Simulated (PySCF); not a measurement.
Reaction (SMILES): OCl (OH-Cl) + H+ → [OH2+]Cl
B3LYP-D3(BJ)/def2-TZVP geometries, fixed; electronic energies without zero-point terms; positive where energy is released.

Effect of the atomic grid (radial, angular points) at r2SCAN/def2-TZVP with PySCF, against the last row, where the proton affinity is 157.45 kcal/mol. The proton sits at the site shown, which need not be the one that binds it best. Cost is core time over that of atom_grid: 30, 110, unpruned, rough, on shared machines of one kind.

```csv
setting,"grid points, largest species",largest shift of a total energy (mEh),shift of the proton affinity (kcal/mol),cost
"atom_grid: 30, 110, unpruned",13200,-1.361,-0.198,1×
"atom_grid: 50, 194, unpruned",38800,0.924,0.004,1×
"atom_grid: 75, 302, unpruned",90600,0.030,0.001,3×
"atom_grid: 99, 590, unpruned",233640,0.005,0.000,5×
"atom_grid: 150, 974, unpruned",584400,0.000,0.000,10×
```

Within 0.05 kcal/mol in the proton affinity: atom_grid: 50, 194, unpruned; atom_grid: 75, 302, unpruned; atom_grid: 99, 590, unpruned. The largest shift is 1.361 mEh in a total energy and 0.198 kcal/mol in the difference.
